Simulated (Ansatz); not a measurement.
The same path of AlH$_{5}$O$_{2}$ (8 atoms, charge 0, multiplicity 1) was run twice with different band settings. Lost on the way: Al1–H2, O6–H8. Made: H2–H8.

Theory: RKS PBE-D4/def2-SVP (Ansatz).

Relaxed end points:

```xyz
8
Properties=species:S:1:pos:R:3
Al 0.105 -0.066 0.263
H 0.332 -0.690 1.724
H 1.219 -0.112 -0.887
O -1.601 0.011 -0.268
H -1.923 -0.296 -1.129
O -0.310 1.861 0.729
H -1.219 1.641 0.346
H -0.436 2.012 1.687
```

```xyz
8
Properties=species:S:1:pos:R:3
Al -0.229 0.584 -0.301
H 0.049 -0.264 2.124
H 1.180 -0.036 -0.678
O -1.736 -0.206 -0.562
H -1.804 -1.088 -0.959
O -0.257 2.203 0.280
H -1.086 2.660 0.491
H 0.051 0.507 2.068
```

Common settings: movable images 5; climbing image yes; spring 5.0 eV/Å²; optimiser quadratic models (default); start path through a guess of the saddle point; iteration limit 60; end points relaxed.

| run | force threshold |
| --- | --- |
| 1 | 0.05 eV/Å |
| 2 | 0.2 eV/Å |

**Question.** What does each run give, and how far can it be trusted?

**Answer.** Run 1: converged after 14 iterations, highest image 0.576 eV above the first end. A vibrational analysis at the climbing image gives one clearly imaginary mode, 1004i cm⁻¹: a first-order saddle point.
Run 2: converged after 13 iterations, highest image 0.576 eV above the first end. The threshold of 0.2 eV/Å is loose, so the images may lie well off the minimum-energy path. Another band between the same ends (5 images) ends at a top of the same energy, where a vibrational analysis finds 1 clearly imaginary mode.
The orbitals stay closed-shell, which can raise the energy where a bond breaks towards radicals; this wasn't checked here.
